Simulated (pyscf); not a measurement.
PySCF, gas phase, ωB97X-D3(BJ)/def2-SVP geometries. MP2 and CC: frozen core, UHF for open shells. ΔMP2 is the change of the MP2 total energy from the triple- to the quadruple-zeta basis.

SMILES: [SiH3][Te][SiH3]
```xyz
9

Si    -0.9214    -0.6953     0.3478
Te     1.3303     0.2491    -0.0651
Si     0.5071     1.3197    -2.1408
H     -0.8462    -1.4860     1.6064
H     -1.3291    -1.5748    -0.7838
H     -1.9236     0.3979     0.4915
H      1.6492     2.0637    -2.7385
H     -0.6076     2.2589    -1.8315
H      0.0146     0.2879    -3.0963
```
Charge 0, spin multiplicity 1.

### Question
What is the homolytic dissociation enthalpy (298 K, CCSD(T)/def2-TZVPP + ΔMP2(QZVPP)) of the Si–Te bond of H₃Si–Te–SiH₃ (SMILES [SiH3][Te][SiH3]), to SiH₃• + H₃Si–Te•?

### Answer
Si–Te to SiH₃• + H₃Si–Te•: 288.7 kJ/mol. Other isomers of H₃Si–Te• were not searched in full and may lie lower. The CCSD(T) − MP2 part came from Ansatz, without density fitting, on the same reference. The frozen core leaves the outer d or s,p core shells of the metals and heavy elements correlated in the MP2 and CC values, and def2-TZVPP describes them poorly, which can shift differences by a few kcal/mol. Elements past Kr carry the def2 core potentials, without spin-orbit coupling.
